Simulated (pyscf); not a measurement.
Optimised with ωB97X-D3(BJ)/def2-SVP in PySCF. MP2 and CC: frozen core, UHF for open shells. ΔMP2 is the change of the MP2 total energy from the triple- to the quadruple-zeta basis.

Q: List the bond dissociation enthalpies at 298 K of `[NH2][Ga]([Cl])[Cl]` from CCSD(T)/def2-TZVPP + ΔMP2(QZVPP), from the weakest bond up.

A: Ga–N to NH₂• + [Cl–Ga–Cl]•: 3.96 eV; Cl–Ga to [H₂N–Ga–Cl]• + Cl•: 4.54 eV; H–N to •HN–Ga(Cl)–Cl + H•: 4.96 eV. Ring and multiple bonds, and those that leave no two simple radicals, are not listed. The radicals are drawn with the spin at the cut bond; how far it spreads was not checked. Other isomers of •HN–Ga(Cl)–Cl, [H₂N–Ga–Cl]• were not searched in full and may lie lower. The CCSD(T) − MP2 part came from Ansatz, without density fitting, on the same reference. The frozen core leaves the outer d or s,p core shells of the metals and heavy elements correlated in the MP2 and CC values, and def2-TZVPP describes them poorly, which can shift differences by a few kcal/mol. Left out: the spin-orbit lowering of Cl. Elements up to Kr have no core potential and no relativistic terms here.
